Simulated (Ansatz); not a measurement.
H4S2, singlet: a pair in one relaxed arrangement.

in.yaml

```yaml
crystal:
  periodic: [false, false, false]
  atoms:
    - {symbol: S, position_ang: [-0.139469, -0.295315, -2.184650]}
    - {symbol: H, position_ang: [0.276931, -0.261625, -0.903831]}
    - {symbol: H, position_ang: [0.162185, 0.997027, -2.378422]}
    - {symbol: S, position_ang: [0.516487, -0.211180, 1.803922]}
    - {symbol: H, position_ang: [-0.508653, -1.076481, 1.832134]}
    - {symbol: H, position_ang: [-0.307383, 0.847573, 1.830847]}
basis:
  gaussian: {orbitals: def2-SVP}
hamiltonian: {xc: lda}
```

Command:

```bash
ansatz run in.yaml --threads 2 --pin off --events-out ev --progress --plain --max-ram 5222MiB
```

What Ansatz 0.2.0 printed:

```
Functional definition: SPW92
  name "SPW92"
  cite "Dirac, Proc. Camb. Phil. Soc. 26, 376 (1930) doi:10.1017/S0305004100016108"
  cite "Slater, Phys. Rev. 81, 385 (1951) doi:10.1103/PhysRev.81.385"
  cite "Perdew & Wang, Phys. Rev. B 45, 13244 (1992) doi:10.1103/PhysRevB.45.13244"
  exchange = slater_x
  correlation = pw_c
642 factors; their error is unknown
mean field evaluation 1: about -21651.9429 eV, gradient 1.7e1 eV
mean field evaluation 2: about -21652.0709 eV, gradient 1.7e1 eV
mean field evaluation 4: about -21652.8544 eV, gradient 6.7e-1 eV
mean field evaluation 8: about -21652.8190 eV, gradient 6.9e-3 eV
mean field -21652.81899793 eV, -795.7264213659 hartree, gradient 3.7e-5 eV, S^2 0.000000; 0 other end points of the search recorded, 0 dependent functions left out
reference -21652.81902319 eV, -795.7264222944 hartree; 18, 18 occupied and 38, 38 virtual orbitals, 642 factors
Total energy: -21652.81902319 eV, -795.7264222944 hartree
```

Hardware: 2 CPU threads of an Arm Neoverse V2, shared host. Wall time about 0.25 s.
